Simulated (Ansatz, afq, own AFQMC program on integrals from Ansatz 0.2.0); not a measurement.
AFQMC on a folder of integrals that Ansatz 0.2.0 wrote.

```yaml
crystal:
  periodic: [false, false, false]
  atoms:
    - {symbol: Si, position_ang: [0.000000, 0.000000, 0.000000]}
    - {symbol: H, position_ang: [1.923829, 0.018595, -0.000125]}
    - {symbol: H, position_ang: [-0.978019, 1.656783, -0.003797]}
    - {symbol: H, position_ang: [-0.945811, -1.675378, 0.003922]}
basis:
  gaussian: {orbitals: cc-pVDZ}
total_charge: 1
magnetization: {spin_polarized: false}
correlation: {method: ccsd_t, electrons: outside_noble_gas, hamiltonian_folder: ham}
```

```sh
$ ansatz run in.yaml --threads 1 --pin off --events-out ev --progress --plain --max-ram 16896MiB --backend cuda --devices 0, --max-vram 18GiB
```

Options of the walk:

```
--method phaseless --trial cisd --walkers 10 --populations 1 --least-time 40 --time-step 0.5 --steps-per-block 5 --equilibration-blocks 10 --max-blocks 100 --target-error 0.00116 --factor-cut 1e-06 --seed 3057 --taylor-order 4
```

Times are imaginary, in 1/Eh. The walk had a cap of 60 s.

```
orbitals 28  electrons 3 3  factors 222 of 317
reference energy -290.21092096 Eh
CCSD correlation -0.12866215 Eh in 11 cycles, weight of the determinant in the CISD state 0.8846
energy of the start -290.339583 Eh
 block  time / (1/Eh)  mean weight  energy / Eh
     1     2.500  0.6966  -290.349192
     2     5.000  1.0680  -290.341469
     3     7.500  0.5961  -290.343394
     4    10.000  0.6068  -290.339961
     5    12.500  0.8129  -290.343789
     7    17.500  0.7671  -290.342531
     9    22.500  0.7043  -290.339066
    11    27.500  0.6736  -290.347890
    13    32.500  1.2021  -290.342862
    15    37.500  0.9602  -290.345568
    17    42.500  0.9836  -290.339379
    19    47.500  1.1581  -290.342971
    21    52.500  0.8640  -290.341885
    23    57.500  1.6024  -290.352819
    25    62.500  0.8030  -290.336117
    27    67.500  1.2720  -290.348720
    28    70.000  0.8520  -290.358911
    29    72.500  0.9662  -290.350242
    31    77.500  1.3860  -290.342244
    33    82.500  1.2076  -290.339819
    35    87.500  1.1447  -290.343911
    37    92.500  0.7901  -290.342370
    39    97.500  1.2371  -290.338241
    40   100.000  1.0507  -290.340878
blocks merged  error / Eh  count
     1  0.001026  30
     2  0.001102  15
energy -290.343701 +/- 0.001026 Eh
(rows thinned)
```

The run failed at least one of its tests; the cautions name the faults.

Against this walk (error 27.9 meV) on the same determinant: CCSD(T) 11.5 meV higher (within the noise), CCSDT(Q) 31.8 meV lower (within the noise), CCSDTQ 34.2 meV lower (within the noise), full CI 34.1 meV lower (within the noise), a separate phaseless walk with a CISD trial and standard settings 22.1 ± 28.1 meV lower (within the noise). The error is statistical and leaves out the bias of the constraint.

A setting was made bad on purpose (time step too long), so the walk's energy isn't to be trusted.

Cautions: constraint bias not in the error; error not settled; walkers die often; so few walkers bias the energy; the time-step error isn't removed.

CCSDT and higher add their correlation energy to the determinant of the CCSD(T) run, since their own runs factorise the integrals more tightly (a shift of under 2 meV). A walk keeps the symmetry of its determinant, which the program's search chose and which needn't be the lowest solution, so a lower state of the same spin and another symmetry isn't excluded.
